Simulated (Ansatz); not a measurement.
A nudged elastic band was laid between two geometries of CH5B + H2 (9 atoms, charge 0, multiplicity 1).

Method: RKS B3LYP-D4/def2-SVP (Ansatz 0.2.0).

- movable images: 5
- climbing image: yes
- spring: 5.0 eV/Å²
- optimiser: quadratic models (default)
- start path: through a guess of the saddle point
- force threshold: 0.05 eV/Å
- iteration limit: 60
- end points: relaxed

Image 0:

```xyz
9
Properties=species:S:1:pos:R:3
B -0.166 -0.547 0.578
C -0.588 0.902 0.191
H -0.801 -1.503 0.196
H 0.739 -0.744 1.356
H 1.463 -0.620 -1.543
H 1.594 -1.311 -1.249
H -1.132 0.994 -0.762
H -1.320 1.173 0.985
H 0.212 1.656 0.249
```

Image 6:

```xyz
9
Properties=species:S:1:pos:R:3
B 0.493 -1.509 0.330
C -0.404 1.222 -0.262
H -0.646 -1.880 0.212
H 0.897 -1.122 1.396
H 0.276 0.445 -0.652
H 1.253 -1.601 -0.601
H -1.156 1.441 -1.032
H -0.904 0.883 0.655
H 0.190 2.121 -0.045
```

Q: Which bonds break or form, and what moves?

A: Bonds broken: B1–C2, H5–H6. Bonds formed: B1–H6, C2–H5. CH5B + H2 becomes BH3 + CH4.

Q: Give the energies along the band, and the barrier.

A: The forces met the threshold. The highest image is number 3 of 0 to 6, 14.6 kcal/mol above the first end and 18.8 kcal/mol above the last; the last end lies 4.3 kcal/mol below the first. A vibrational analysis at the climbing image gives one clearly imaginary mode, 1090i cm⁻¹: a first-order saddle point. The orbitals stay closed-shell, which can raise the energy where a bond breaks towards radicals; this wasn't checked here.

```
image  path coordinate (Å)  energy (kcal/mol)  B1–C2 (Å)  H5–H6 (Å)  B1–H6 (Å)
    0                 0.00                0.0       1.56       0.76       2.65
    1                 0.64                0.5       1.57       0.76       2.10
    2                 1.28                2.5       1.61       0.80       1.56
    3                 1.93               14.6       1.78       1.11       1.29
    4                 2.46                1.8       2.14       1.57       1.22
    5                 2.99               -3.5       2.56       1.94       1.21
    6                 3.53               -4.3       2.94       2.27       1.20
```

Q: What is the geometry of the highest image?

A: 
```xyz
9
Properties=species:S:1:pos:R:3
B 0.213 -0.824 0.253
C -0.365 0.832 -0.059
H -0.711 -1.572 0.066
H 0.869 -0.796 1.263
H 0.571 -0.076 -0.700
H 1.054 -1.077 -0.691
H -0.972 0.979 -0.965
H -1.032 0.890 0.809
H 0.373 1.644 0.025
```

Q: What are the harmonic wavenumbers there?

A: 1090i, 208, 610, 684, 870, 971, 1003, 1054, 1112, 1149, 1252, 1297, 1455, 1464, 2222, 2424, 2587, 2668, 3048, 3139, 3163 cm⁻¹.

The band took 8 iterations and about 50 core-seconds.

Time of the run: 50 s on 1 CPU thread of a shared host.
